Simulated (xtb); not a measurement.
C3H8O, charge +1, doublet, geometry from GFN2-xTB of the parent state (a state made from the parent by changing its charge; the spin is typed, not shown lowest); GFN1-xTB run with xtb.

xtb was given this input:
```
$ xtb mol.xyz --gfn 1 --chrg 1 --uhf 1 --json

# file mol.xyz
12

O      0.02217187    -0.70637156    -0.00891756
C     -0.00191006     0.70379066     0.00906344
C      1.31940794    -1.23577614    -0.00427645
C     -1.44920700     1.16750381     0.00224778
H      0.51537054     1.07502478     0.90896197
H      0.53111673     1.09799856    -0.87167144
H      1.21557456    -2.31874503    -0.01916715
H      1.88715969    -0.91090045    -0.88622004
H      1.87140251    -0.93389025     0.89565558
H     -1.94985378     0.79906787    -0.88859537
H     -1.96544310     0.77632297     0.87429802
H     -1.49244744     2.25298407     0.01587030
```

Problem. Predict the main parts of the log of this xtb run.

Solution. 
```
   ID    Z sym.   atoms
    1    8 O      1
    2    6 C      2-4
    3    1 H      5-12

           -------------------------------------------------
          |                Calculation Setup                |
           -------------------------------------------------

           -------------------------------------------------
          |                 G F N 1 - x T B                 |
           -------------------------------------------------

          ...................................................
          :                      SETUP                      :
          :.................................................:
          :  # basis functions                  32          :
          :  # atomic orbitals                  32          :
          :  # shells                           24          :
          :  # electrons                        25          :
          :  # halogen bonds                     0          :
          :  max. iterations                   250          :
          :  Hamiltonian                  GFN1-xTB          :
          :  restarted?                      false          :
          :  GBSA solvation                  false          :
          :  PC potential                    false          :
          :  electronic temp.          300.0000000     K    :
          :  accuracy                    1.0000000          :
          :  -> integral cutoff          0.2500000E+02      :
          :  -> integral neglect         0.1000000E-07      :
          :  -> SCF convergence          0.1000000E-05 Eh   :
          :  -> wf. convergence          0.2000000E-04 e    :
          :  Broyden damping             0.4000000          :
          :  net charge                          1          :
          :  unpaired electrons                  1          :
          ...................................................

 iter      E             dE          RMSdq      gap      omega  full diag
   1    -14.9071614 -0.149072E+02  0.683E+00    8.73       0.0  T
   2    -14.9458361 -0.386748E-01  0.411E+00    9.01       1.0  T
   3    -14.9452083  0.627814E-03  0.864E-01    9.12       1.0  T
   4    -14.9419680  0.324036E-02  0.394E-01    9.08       1.0  T
   5    -14.9453102 -0.334220E-02  0.238E-01    9.08       1.0  T
   6    -14.9468875 -0.157729E-02  0.322E-02    9.08       1.0  T
   7    -14.9469035 -0.160034E-04  0.994E-03    9.09       2.9  T
   8    -14.9469054 -0.193152E-05  0.937E-04    9.09      30.8  T
   9    -14.9469054 -0.229209E-08  0.581E-04    9.09      49.7  T
  10    -14.9469054 -0.448767E-08  0.174E-04    9.09     165.9  T
  11    -14.9469054 -0.987255E-09  0.301E-05    9.09     959.3  T

   *** convergence criteria satisfied after 11 iterations ***

         :::::::::::::::::::::::::::::::::::::::::::::::::::::
         ::                     SUMMARY                     ::
         :::::::::::::::::::::::::::::::::::::::::::::::::::::
         :: total energy             -14.790505688946 Eh    ::
         :: gradient norm              0.067084834969 Eh/a0 ::
         :: HOMO-LUMO gap              9.085437349378 eV    ::
         ::.................................................::
         :: SCC energy               -14.946905398333 Eh    ::
         :: -> electrostatic           0.136804483052 Eh    ::
         :: repulsion energy           0.159277243534 Eh    ::
         :: dispersion energy         -0.002877534148 Eh    ::
         :: halogen bond corr.         0.000000000000 Eh    ::
         :: add. restraining           0.000000000000 Eh    ::
         :: total charge               1.000000000197 e     ::
         :::::::::::::::::::::::::::::::::::::::::::::::::::::

           -------------------------------------------------
          |                Property Printout                |
           -------------------------------------------------

    * Orbital Energies and Occupations

         #    Occupation            Energy/Eh            Energy/eV
      -------------------------------------------------------------
         1        2.0000           -1.0509554             -28.5980
         2        2.0000           -0.9357996             -25.4644
         3        2.0000           -0.8873337             -24.1456
         4        2.0000           -0.8558451             -23.2887
         5        2.0000           -0.8525600             -23.1993
         6        2.0000           -0.8222099             -22.3735
         7        2.0000           -0.8028046             -21.8454
         8        2.0000           -0.7657335             -20.8367
         9        2.0000           -0.7294523             -19.8494
        10        2.0000           -0.7225279             -19.6610
        11        2.0000           -0.7153270             -19.4650
        12        2.0000           -0.7131015             -19.4045
        13        1.0000           -0.6888866             -18.7456 (HOMO)
        14                         -0.3550029              -9.6601 (LUMO)
        15                         -0.3424317              -9.3180
        16                         -0.3189925              -8.6802
        17                         -0.3182925              -8.6612
        18                         -0.2780802              -7.5669
        19                         -0.2694419              -7.3319
        20                         -0.2553250              -6.9477
        21                         -0.2492049              -6.7812
        22                         -0.1692125              -4.6045
        23                         -0.1385004              -3.7688
        24                         -0.0784016              -2.1334
       ...                                ...                  ...
        32                          0.2498635               6.7991
      -------------------------------------------------------------
                  HL-Gap            0.3338837 Eh            9.0854 eV
             Fermi-level           -0.6114476 Eh          -16.6383 eV

  Mulliken/CM5 charges         n(s)   n(p)   n(d)
     1O    -0.29952 -0.40809   1.713  4.587  0.000
     2C     0.21087  0.12770   1.026  2.763  0.000
     3C     0.17906  0.05784   0.999  2.822  0.000
     4C    -0.07390 -0.22329   1.032  3.042  0.000
     5H     0.14212  0.20380   0.858  0.000  0.000
     6H     0.14212  0.20380   0.858  0.000  0.000
     7H     0.11308  0.17389   0.887  0.000  0.000
     8H     0.11931  0.17790   0.881  0.000  0.000
     9H     0.11931  0.17790   0.881  0.000  0.000
    10H     0.12871  0.18314   0.871  0.000  0.000
    11H     0.12871  0.18314   0.871  0.000  0.000
    12H     0.09011  0.14228   0.910  0.000  0.000

Wiberg/Mayer (AO) data.
largest (>0.10) Wiberg bond orders for each atom

 ---------------------------------------------------------------------------
     #   Z sym  total        # sym  WBO       # sym  WBO       # sym  WBO
 ---------------------------------------------------------------------------
     1   8 O    2.298 --     2 C    1.032     3 C    1.005
     2   6 C    3.877 --     4 C    1.049     1 O    1.032     5 H    0.849
                             6 H    0.849
     3   6 C    3.862 --     1 O    1.005     7 H    0.969     9 H    0.887
                             8 H    0.887
     4   6 C    3.977 --     2 C    1.049    12 H    0.979    10 H    0.903
                            11 H    0.903
     5   1 H    0.978 --     2 C    0.849
     6   1 H    0.978 --     2 C    0.849
     7   1 H    0.996 --     3 C    0.969
     8   1 H    0.986 --     3 C    0.887
     9   1 H    0.986 --     3 C    0.887
    10   1 H    0.983 --     4 C    0.903
    11   1 H    0.983 --     4 C    0.903
    12   1 H    0.991 --     4 C    0.979
 ---------------------------------------------------------------------------

Topologies differ in total number of bonds
Writing topology from bond orders to xtbtopo.mol

 dipole moment from electron density (au)
     X       Y       Z
   1.0039   0.5954   0.0166  total (Debye):    2.967

           -------------------------------------------------
          | TOTAL ENERGY              -14.790505688946 Eh   |
          | GRADIENT NORM               0.067084834969 Eh/α |
          | HOMO-LUMO GAP               9.085437349378 eV   |
           -------------------------------------------------

normal termination of xtb
```
